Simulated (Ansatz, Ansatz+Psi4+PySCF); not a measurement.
```xyz
2

Al    0.0000    0.0000   -1.1073
N     0.0000    0.0000    1.1073
```

Basis set: cc-pVTZ on N; cc-pV(T+d)Z on Al (spherical functions). Correlated methods keep 6 orbitals frozen. Charge 0, multiplicity 3.

Computed with Ansatz (development build ahead of 0.2.0); the reference of a correlated method needn't be the lowest determinant of its kind.

Task: Give the atomization energy at this shape (free ground-state atoms in the same class of orbitals less the molecule, no zero-point energy) of triplet AlN by UHF-BCCD(T), UHF-CCSD(T).

Result:

| method | atomization energy |
| --- | --- |
| UHF-BCCD(T) | 44.43 kcal/mol |
| UHF-CCSD(T) | 44.42 kcal/mol |

Caution: the reference determinant was not shown to be the lowest; the shape is not the minimum.
